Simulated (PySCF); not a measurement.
Mayer bond orders and bond lengths

Species: C₂H₄O₃S.
Atom-mapped SMILES: `[CH2:1]=[CH:2][S:3](=[O:4])(=[O:5])[OH:6]` (hydrogens: H7, H8 on C1; H9 on C2; H10 on O6)

Cartesian coordinates in Å at the GFN2-xTB level; atoms count from 1:
```xyz
10
C2H4O3S angstrom
C      1.5717    0.3954   -0.3378
C      0.7097    0.0247    0.5784
S     -0.8555   -0.6407    0.0541
O     -0.8878   -0.7938   -1.3693
O     -1.2196   -1.7351    0.8885
O     -1.8147    0.6155    0.4078
H      1.3180    0.2682   -1.3776
H      2.5363    0.8184   -0.1067
H      0.8266    0.0784    1.6439
H     -2.1758    0.9737   -0.4039
```

Bond orders from the PBE0/pcSseg-1 density (PySCF). Isolated species at its GFN2-xTB geometry (one conformer only).

(1) Where do the orders between heavy atoms depart from those drawn in the SMILES?

(2) Set the Mayer orders of the bonds between heavy atoms beside their lengths.

Answers

(1) The largest departure is 0.231, at S3–O4 (drawn double, 1.769).

(2) 
```tsv
bond	drawn as	length (Å)	Mayer order
C1–C2	double	1.311	1.924
C2–S3	single	1.780	0.924
S3–O4	double	1.432	1.769
S3–O5	double	1.424	1.828
S3–O6	single	1.620	0.942
```

By pair of heavy elements: O–S: lowest S3–O6 (0.942, 1.620 Å), highest S3–O5 (1.828, 1.424 Å).

Problem. And the bonds to hydrogen?

Solution. C–H: 0.93 to 0.95 (3 bonds); H–O: 0.92 (1 bond).

Problem. Sum the orders of all bonds at each heavy atom with more than one neighbour and set the sums beside the valence in the SMILES.

Solution. C1 3.807 (drawn 4), C2 3.778 (drawn 4), S3 5.463 (drawn 6), O6 1.866 (drawn 2). Orders between atoms that aren't bonded are not in these sums.

The Mayer order sums products of elements of PS (density times overlap matrix) between the two atoms' basis functions, so it depends on the basis set.

The run behind these numbers computed NMR shieldings as well. On one thread, Arm Neoverse V1 (shared host), this took 11 s wall.
